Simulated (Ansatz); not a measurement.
# BSiH5 (singlet): wave-function methods side by side at distance B1–H4 along a hydrogen transfer = 1.296 Å, cc-pVDZ

An exercise on one series of results from a longer session: the logs are not shown, and one member is left open.

Computed with Ansatz 0.2.0, Gaussian basis. Level: cc-pVDZ, core rule «outside noble gas», up to 6 orbitals frozen.

To be run: UHF; CCSD(T) on RHF; CCSD(T) on UHF; BCCD(T) on RHF; CISD; CCSDT(Q) on RHF; CCSDT(Q) on UHF; CASSCF and MRCISD+Q, 2 electrons in 2 orbitals; CASSCF and NEVPT2, 2 electrons in 2 orbitals; CASSCF and MRCISD+Q, 8 electrons in 8 orbitals; CASSCF and NEVPT2, 8 electrons in 8 orbitals.

6 further runs of the same task are left out: 1 for a mislabelled method, 4 that didn't finish, 1 set aside as unsound or not needed.

## What is computed

The geometry derives from fragments relaxed apart (PBE0/def2-TZVP) and kept rigid, so it is no stationary point. A hydrogen atom is moved between rigid fragments.

7 atoms, charge 0, spin multiplicity 1.

Atoms are counted from 1 here; the program's logs count them from 0.

Bond lengths: B1–H2 1.193 Å, B1–H3 1.193 Å, B1–H4 1.296 Å, Si5–H6 1.526 Å, Si5–H7 1.526 Å. Angles: H2–B1–H3 120.0°, H2–B1–H4 120.0°, H3–B1–H4 120.0°, H6–Si5–H7 91.2°.

The first run:

in.yaml reads:

```yaml
crystal:
  periodic: [false, false, false]
  atoms:
    - {symbol: B, position_ang: [-2.325578, 0.040114, 0.000000]}
    - {symbol: H, position_ang: [-2.922311, 1.073685, 0.000000]}
    - {symbol: H, position_ang: [-2.922311, -0.993457, 0.000000]}
    - {symbol: H, position_ang: [-1.029578, 0.040114, 0.000000]}
    - {symbol: Si, position_ang: [1.024422, 0.040114, 0.000000]}
    - {symbol: H, position_ang: [1.636603, -0.834170, 1.090012]}
    - {symbol: H, position_ang: [1.636602, -0.834170, -1.090012]}
basis:
  gaussian: {orbitals: cc-pVDZ}
magnetization: {spin_polarized: true, initial_magnetization: 0}
hamiltonian: {xc: hf}
output: {orbitals: {seedname: orbitals}}
```

Run with:

```bash
$ ansatz run in.yaml --threads 1 --pin off --events-out ev --progress --plain --max-ram 2393MiB
```

Among the steps run: UHF; CCSD(T) on RHF; CCSD(T) on UHF; BCCD(T) on RHF; CISD; CCSDT(Q) on RHF; CCSDT(Q) on UHF; CASSCF and MRCISD+Q, 2 electrons in 2 orbitals; CASSCF and NEVPT2, 2 electrons in 2 orbitals; CASSCF and MRCISD+Q, 8 electrons in 8 orbitals; CASSCF and NEVPT2, 8 electrons in 8 orbitals.

One table of the session follows, with a row left open; its other results are not shown here.

It belongs to the step «Misses and costs». 

```
           method  from RCCSDT(Q) (meV)
              RHF               +6672.9
              UHF               +6634.0
             RMP2                     ?
             CISD                +767.4
            RCCSD                +170.4
         RCCSD(T)                 +36.4
          BCCD(T)                 +36.2
           RCCSDT                  +5.4
        RCCSDT(Q)                     0
      CASSCF pair               +6214.1
      NEVPT2 pair               +1525.4
      MRCISD pair                +647.6
    MRCISD+Q pair                 +35.1
  CASSCF frontier               +4935.8
  NEVPT2 frontier               +1355.1
  MRCISD frontier                +423.4
MRCISD+Q frontier                 +34.9
```

Estimate the missing values for RMP2.

As computed: from RCCSDT(Q) (meV): +1555.9. In the column «from RCCSDT(Q) (meV)» it lies between NEVPT2 pair (+1525.4) and CASSCF frontier (+4935.8).

Not comparable, so not listed: CCSD(T) on UHF; CCSDT(Q) on UHF (they don't share determinant, frozen orbitals or solution with the rows shown, or repeat one).

Limits of these values: Warnings: restricted reference is unstable; spin contamination.
